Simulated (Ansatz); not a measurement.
# The boron atom (doublet): density functionals in 6-31G*, part 2 of 2

Ansatz 0.2.0, Gaussian basis; 6-31G*, all electrons in the functionals, frozen cores in the correlation of double hybrids and RPA. Earlier steps stand in the parts before.

## 15. wB97M-V (unrestricted)

in.yaml

```yaml
crystal:
  periodic: [false, false, false]
  atoms:
    - {symbol: B, position_ang: [0.000000, 0.000000, 0.000000]}
basis:
  gaussian: {orbitals: "6-31G*"}
magnetization: {spin_polarized: true, initial_magnetization: 1}
hamiltonian: {xc: {name: wB97M-V}}
output: {orbitals: {seedname: orbitals}}
```

Started as:

```console
$ ansatz run in.yaml --threads 1 --pin off --events-out ev --progress --plain --max-ram 2393MiB
```

The program printed:

```text
Functional definition: wB97M-V
  name "wB97M-V"
  cite "Mardirossian & Head-Gordon, J. Chem. Phys. 144, 214110 (2016) doi:10.1063/1.4952647"
  cite "Becke, J. Chem. Phys. 107, 8554 (1997) doi:10.1063/1.475007"
  cite "Vydrov & Van Voorhis, J. Chem. Phys. 133, 244103 (2010) doi:10.1063/1.3521275"
  # Of w^i u^j: cxij and so on, Table III.
  parameter omega = 0.3/bohr
  parameter cx = 0.15
  parameter cx01 = 1.007
  parameter cx10 = 0.259
  parameter css00 = 0.443
  parameter css04 = -1.437
  parameter css10 = -4.535
  parameter css20 = -3.390
  parameter css43 = 4.278
  parameter cos00 = 1.000
  parameter cos10 = 1.358
  parameter cos20 = 2.924
  parameter cos21 = -8.812
  parameter cos60 = -1.390
  parameter cos61 = 9.142
  parameter b = 6.0
  parameter c = 0.01
  gx(w, u) = 1 - cx + cx01*u + cx10*w
  gss(w, u) = css00 + css04*u^4 + css10*w + css20*w^2 + css43*w^4*u^3
  gos(w, u) = cos00 + cos10*w + (cos20 + cos21*u)*w^2 + (cos60 + cos61*u)*w^6
  exchange = spin_sum(e_x_unif_sr(omega)*gx(b97_w, b97_u_x)) + cx*exact_x_sr(omega) + exact_x_lr(omega)
  correlation = spin_sum(e_c_pw_mod_same_spin*gss(b97_w, b97_u_same))
      + integral(e_c_pw_mod_opposite_spin*gos(b97_w_opposite, b97_u_opposite)) + vv10(b, c)
132 factors; their error is unknown
27 factors; integrals over basis functions are off by at most 8.6e-5 eV
mean field evaluation 1: about -670.4027 eV, gradient 1.8e0 eV
mean field evaluation 2: about -670.4335 eV, gradient 4.7e-1 eV
mean field evaluation 4: about -670.4226 eV, gradient 1.1e-1 eV
mean field evaluation 8: about -670.4227 eV, gradient 2.8e-4 eV
mean field -670.42270938 eV, -24.6375801408 hartree, gradient 1.1e-5 eV, S^2 0.750405; 0 other end points of the search recorded, 0 dependent functions left out
reference -670.42272919 eV, -24.6375808690 hartree; 3, 2 occupied and 12, 13 virtual orbitals, 132 factors
Total energy: -670.42272919 eV, -24.6375808690 hartree
```

It took 0.21 s on 1 thread of Intel Xeon 6975P-C, shared host.

From the report: ⟨S²⟩ of the determinant 0.750 (pure doublet: 0.75).

## 16. HSE06 (unrestricted)

Edit in.yaml of step 15 so:

```diff
@@ -7,3 +7,2 @@
 magnetization: {spin_polarized: true, initial_magnetization: 1}
-hamiltonian: {xc: {name: wB97M-V}}
-output: {orbitals: {seedname: orbitals}}
+hamiltonian: {xc: {name: HSE06}}
```

Launched as before.

The program printed:

```text
Functional definition: HSE06
  name "HSE06"
  cite "Heyd, Scuseria & Ernzerhof, J. Chem. Phys. 118, 8207 (2003) doi:10.1063/1.1564060"
  cite "Krukau, Vydrov, Izmaylov & Scuseria, J. Chem. Phys. 125, 224106 (2006) doi:10.1063/1.2404663"
  cite "Heyd & Scuseria, J. Chem. Phys. 120, 7274 (2004) doi:10.1063/1.1668634"
  cite "Ernzerhof & Perdew, J. Chem. Phys. 109, 3313 (1998) doi:10.1063/1.476928"
  cite "Perdew, Burke & Ernzerhof, Phys. Rev. Lett. 77, 3865 (1996) doi:10.1103/PhysRevLett.77.3865"
  parent pbe
  parameter a = 0.25
  parameter omega = 0.11/bohr
  # The whole range is PBE's own exchange, as in plane waves. The composition of these papers is wPBEh.
  exchange = pbe_x - a*pbe_x_sr(omega) + a*exact_x_sr(omega)
  correlation = pbe_c
132 factors; their error is unknown
15 factors; integrals over basis functions are off by at most 1.5e-6 eV
mean field evaluation 1: about -669.5734 eV, gradient 2.5e0 eV
mean field evaluation 2: about -669.6190 eV, gradient 4.1e-1 eV
mean field evaluation 4: about -669.6091 eV, gradient 8.4e-2 eV
mean field evaluation 8: about -669.6091 eV, gradient 2.5e-5 eV
mean field -669.60914416 eV, -24.6076821707 hartree, gradient 2.5e-5 eV, S^2 0.751731; 0 other end points of the search recorded, 0 dependent functions left out
reference -669.60916228 eV, -24.6076828364 hartree; 3, 2 occupied and 12, 13 virtual orbitals, 132 factors
Total energy: -669.60916228 eV, -24.6076828364 hartree
```

It took 0.15 s on 1 thread of Intel Xeon 6975P-C, shared host.

From the report: ⟨S²⟩ of the determinant 0.752 (pure doublet: 0.75).

## 17. B2PLYP (unrestricted)

Edit in.yaml of step 16 so:

```diff
@@ -7,2 +7,3 @@
 magnetization: {spin_polarized: true, initial_magnetization: 1}
-hamiltonian: {xc: {name: HSE06}}
+hamiltonian: {xc: {name: B2PLYP}}
+correlation: {electrons: outside_noble_gas}
```

Launched as before.

The program printed:

```text
Functional definition: B2PLYP
  name "B2PLYP"
  cite "Grimme, J. Chem. Phys. 124, 034108 (2006) doi:10.1063/1.2148954"
  cite "Becke, Phys. Rev. A 38, 3098 (1988) doi:10.1103/PhysRevA.38.3098"
  cite "Lee, Yang & Parr, Phys. Rev. B 37, 785 (1988) doi:10.1103/PhysRevB.37.785"
  parameter a = 0.53
  parameter c = 0.27
  exchange = (1 - a)*b88_x + a*exact_x
  correlation = (1 - c)*lyp_c + c*(mp2_os + mp2_ss)
71 factors; integrals over basis functions are off by at most 2.0e-4 eV
mean field evaluation 1: about -669.5817 eV, gradient 3.2e0 eV
mean field evaluation 2: about -669.5812 eV, gradient 3.2e0 eV
mean field evaluation 4: about -669.6826 eV, gradient 6.1e-2 eV
mean field evaluation 8: about -669.6820 eV, gradient 2.0e-3 eV
mean field -669.68198796 eV, -24.6103591308 hartree, gradient 5.3e-7 eV, S^2 0.752352; 0 other end points of the search recorded, 0 dependent functions left out
1 core orbitals not correlated: weight in the atoms' cores, before any rotation towards them, 1.000 or more for the frozen orbitals, at most 0.000 for the correlated occupied ones
reference -669.68207085 eV, -24.6103621768 hartree; 2, 1 occupied and 12, 13 virtual orbitals, 71 factors
second order -1.30738983 eV of doubles, -0.00000000 eV of singles
Total energy: -670.03506610 eV, -24.6233345132 hartree
```

Run time: 0.12 s. Hardware: 1 thread of Intel Xeon 6975P-C, shared host.

From the report: ⟨S²⟩ of the determinant 0.752 (pure doublet: 0.75).

## 18. PBE-QIDH (unrestricted)

Edit in.yaml of step 17 so:

```diff
@@ -7,3 +7,3 @@
 magnetization: {spin_polarized: true, initial_magnetization: 1}
-hamiltonian: {xc: {name: B2PLYP}}
+hamiltonian: {xc: {name: PBE-QIDH}}
 correlation: {electrons: outside_noble_gas}
```

The command is unchanged.

The program printed:

```text
Functional definition: PBE-QIDH
  name "PBE-QIDH"
  cite "Brémond, Sancho-García, Pérez-Jiménez & Adamo, J. Chem. Phys. 141, 031101 (2014) doi:10.1063/1.4890314"
  cite "Perdew, Burke & Ernzerhof, Phys. Rev. Lett. 77, 3865 (1996) doi:10.1103/PhysRevLett.77.3865"
  parameter a = 3^(-1/3)
  parameter c = 1/3
  exchange = (1 - a)*pbe_x + a*exact_x
  correlation = (1 - c)*pbe_c + c*(mp2_os + mp2_ss)
71 factors; integrals over basis functions are off by at most 2.0e-4 eV
mean field evaluation 1: about -668.9105 eV, gradient 3.6e0 eV
mean field evaluation 2: about -668.9102 eV, gradient 3.6e0 eV
mean field evaluation 4: about -669.0527 eV, gradient 1.1e-1 eV
mean field evaluation 8: about -669.0520 eV, gradient 4.2e-3 eV
mean field evaluation 16: about -669.0148 eV, gradient 6.1e-1 eV
mean field -669.05195983 eV, -24.5872060240 hartree, gradient 1.2e-6 eV, S^2 0.752588; 2 other end points of the search recorded, 0 dependent functions left out
1 core orbitals not correlated: weight in the atoms' cores, before any rotation towards them, 1.000 or more for the frozen orbitals, at most 0.000 for the correlated occupied ones
reference -669.05196538 eV, -24.5872062279 hartree; 2, 1 occupied and 12, 13 virtual orbitals, 71 factors
second order -1.17872734 eV of doubles, -0.00000000 eV of singles
Total energy: -669.44487449 eV, -24.6016453715 hartree
```

Wall time 0.12 s (1 thread of Intel Xeon 6975P-C, shared host).

From the report: ⟨S²⟩ of the determinant 0.753 (pure doublet: 0.75).

## 19. RPA-PBE

in.yaml

```yaml
crystal:
  periodic: [false, false, false]
  atoms:
    - {symbol: B, position_ang: [0.000000, 0.000000, 0.000000]}
basis:
  gaussian: {orbitals: "6-31G*"}
magnetization: {spin_polarized: true, initial_magnetization: 1}
hamiltonian: {xc: {name: PBE}}
correlation: {method: rpa, electrons: outside_noble_gas}
```

The command is unchanged.

The program printed:

```text
Functional definition: PBE
  name "PBE"
  cite "Perdew, Burke & Ernzerhof, Phys. Rev. Lett. 77, 3865 (1996) doi:10.1103/PhysRevLett.77.3865"
  parent pbe
  parameter kappa = 0.804
  parameter beta = 0.06672455060314922
  exchange = pbe_x(kappa = kappa, mu = beta*pi^2/3)
  correlation = pbe_c(beta = beta)
71 factors; integrals over basis functions are off by at most 2.0e-4 eV
mean field evaluation 1: about -669.3828 eV, gradient 2.6e0 eV
mean field evaluation 2: about -669.3774 eV, gradient 2.6e0 eV
mean field evaluation 4: about -669.4256 eV, gradient 1.8e-1 eV
mean field evaluation 8: about -669.4257 eV, gradient 8.5e-5 eV
mean field evaluation 16: about -669.4379 eV, gradient 7.1e-2 eV
mean field evaluation 32: about -669.4257 eV, gradient 9.5e-7 eV
mean field -669.42570200 eV, -24.6009407954 hartree, gradient 4.1e-6 eV, S^2 0.751462; 6 other end points of the search recorded, 0 dependent functions left out
1 core orbitals not correlated: weight in the atoms' cores, before any rotation towards them, 1.000 or more for the frozen orbitals, at most 0.000 for the correlated occupied ones
reference -667.21426845 eV, -24.5196721116 hartree; 2, 1 occupied and 12, 13 virtual orbitals, 71 factors
Total energy: -670.14558092 eV, -24.6273958580 hartree
```

It took 0.21 s on 1 thread of Intel Xeon 6975P-C, shared host.

From the report: ⟨S²⟩ of the determinant 0.751 (pure doublet: 0.75).

## 20. Side by side

```csv
functional,energy (eV),⟨S²⟩,time
SPW92,-662.4041,0.751,0.09 s
PBE,-669.4257,0.751,0.15 s
BLYP,-670.5233,0.751,0.18 s
revPBE,-670.5903,0.752,0.18 s
r2SCAN,-670.1383,0.753,0.69 s
B97M-V,-670.9037,0.751,0.36 s
PBE0,-669.6612,0.752,0.09 s
B3LYP,-670.8791,0.752,0.09 s
r2SCANh,-670.1641,0.753,0.27 s
r2SCAN0,-670.2035,0.753,0.24 s
BHLYP,-670.6070,0.752,0.09 s
CAM-B3LYP,-670.2424,0.752,0.12 s
wB97X-V,-670.6137,0.751,0.21 s
wB97M-V,-670.4227,0.750,0.21 s
HSE06,-669.6092,0.752,0.15 s
B2PLYP,-670.0351,0.752,0.12 s
PBE-QIDH,-669.4449,0.753,0.12 s
RPA-PBE,-670.1456,0.751,0.21 s
```

Orbital levels of the runs that wrote orbitals: PBE HOMO -3.62, LUMO -3.11 eV; PBE0 HOMO -4.94, LUMO -1.92 eV; wB97M-V HOMO -6.65, LUMO 0.40 eV.

## 21. What came out

This closing draws on all 2 parts.

```
                quantity                        value
spread of total energies                       8.5 eV
       quickest, slowest  SPW92 0.09 s, r2SCAN 0.69 s
```

Total energies of different functionals can't be ranked; only differences within one functional count. These atomic energies are the zero for atomisation energies at the same level.
